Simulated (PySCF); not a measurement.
Gas-phase reaction: 2 CCl3F + 4 F → 2 CF3 + 3 Cl2

Energies from PySCF, thermal terms from the rigid-rotor harmonic-oscillator model, ideal gas at 1 bar. The comparison is the NASA 1993 polynomial table, which mixes measured and estimated data. † marks an energy on the PBE0/def2-TZVP geometry and frequencies. CCSD(T) freezes the core. Open shells (unrestricted): F (multiplicity 2), CF3 (multiplicity 2); the rest are closed-shell singlets. Spin-orbit splitting is ignored; it lowers the true energy and changes the entropy of F. CCSD(T) isn't extrapolated to the basis-set limit. The table's entry may be an old estimate for CCl3F, CF3 (not checked at source).

CCSD(T)/def2-TZVPP† gives ΔH°(298 K) = -639.1 kJ.

Problem. What does PBE0/def2-QZVP† give, and where does the table lie?

Solution. PBE0/def2-QZVP†: -699.6 kJ. Table: -688.3 kJ.
